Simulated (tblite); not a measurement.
Compound: C5H6Cl (doublet state).
Structure used (GFN2-xTB), in Å, numbered top down from 1:
```xyz
12
C5H6Cl angstrom
C      2.3307    0.5558   -0.4640
C      1.1713    0.5027   -0.1686
C     -0.2219    0.3617    0.2597
C     -0.2237   -0.6048    1.3798
C     -1.0518   -0.1111   -0.9369
Cl    -2.7702   -0.2586   -0.4791
H      3.3412    0.6283   -0.7375
H     -0.5809    1.3428    0.5936
H     -0.2148   -1.6574    1.1764
H     -0.0609   -0.2678    2.3837
H     -0.7215   -1.0940   -1.2733
H     -0.9963    0.6017   -1.7597
```

Computed values, GFN2-xTB/tblite, gas phase, harmonic and unscaled. This tight-binding method is rough: wavenumbers can miss measured ones by several per cent, in bad cases by 10 to 20. One conformer, not necessarily the lowest. Open shells enter through the occupations alone, without spin polarisation, and single modes of such species can be off by tens of per cent.

Harmonic wavenumbers (cm⁻¹): 71.2, 119.5, 139.7, 161.6, 249.4, 356.6, 399.7, 446.6, 522.9, 651.5, 653.3, 738.9, 862.9, 884.7, 979.4, 1047.8, 1120.4, 1158.7, 1206.7, 1243.3, 1285.7, 1387.3, 1434.0, 2266.1, 2908.0, 2981.8, 2983.2, 3143.1, 3190.2, 3388.4.

A = 7562, B = 1460, C = 1282 MHz; mass 101.016 u (most abundant isotopes); point group C1, symmetry number 1; spin multiplicity 2.

**Question.** Zero-point energy?

**Answer.** Half the sum of the wavenumbers: 18991 cm⁻¹ = 227.18 kJ/mol.

**Question.** Give the ideal-gas entropy at 500 K and 1 bar in the rigid-rotor, harmonic-oscillator model (classical rotation).

**Answer.** Translation 177.16, rotation 121.59, vibration 137.51, spin (R ln 2) 5.76: S = 442.0 J/(mol K).

**Question.** And Cp and H(500 K) − H(0)?

**Answer.** Cp = 162.94 J/(mol K), of which vibrations give 129.69 (their classical limit is 30 R = 249.4); H(500 K) − H(0) = 52.03 kJ/mol without the zero-point energy, 35.40 from vibrations.

**Question.** Which modes carry the vibrational entropy at 500 K?

**Answer.** 71.2 cm⁻¹: 21.51; 119.5 cm⁻¹: 17.23; 139.7 cm⁻¹: 15.95; 161.6 cm⁻¹: 14.76; 249.4 cm⁻¹: 11.25; 356.6 cm⁻¹: 8.46 J/(mol K); the other 24 give 48.36 together.

**Question.** Blend soft modes into free rotors: weight 1/[1 + (100 cm⁻¹/ν̃)⁴] for the oscillator and the rest for a rotor with moment μB/(μ + B), μ = h/(8π²ν), B = 10⁻⁴⁴ kg m². What vibrational entropy results?

**Answer.** 130.43 J/(mol K) in place of 137.51, which changes −T·S at 500 K by +3.54 kJ/mol.

**Question.** How do the functions run with temperature in this model?

**Answer.** 
| T (K) | S (J/(mol K)) | Cp (J/(mol K)) | H − H(0) (kJ/mol) | G − H(0) (kJ/mol) | ln q(vib) |
| --- | --- | --- | --- | --- | --- |
| 150 | 301.9 | 79.8 | 8.35 | -36.93 | 1.80 |
| 250 | 349.1 | 107.3 | 17.71 | -69.57 | 3.62 |
| 298.15 | 369.1 | 119.9 | 23.18 | -86.86 | 4.48 |
| 400 | 407.8 | 143.9 | 36.65 | -126.46 | 6.29 |
| 600 | 473.1 | 178.3 | 69.12 | -214.77 | 9.70 |
| 900 | 552.1 | 210.6 | 127.83 | -369.02 | 14.34 |

q(vib) and H(0) count from the zero-point level.

**Question.** What must be added to the electronic energy to get the Gibbs energy at 500 K and 1 bar?

**Answer.** ZPE + [H(500 K) − H(0)] − T·S = 227.18 + 52.03 − 221.01 = 58.20 kJ/mol.

Hindered rotation and anharmonicity are outside this model. Other conformers, if any are populated, would add a mixing term that is left out. The structure is chiral; the term R ln 2 for an equal mix with its mirror image is left out.
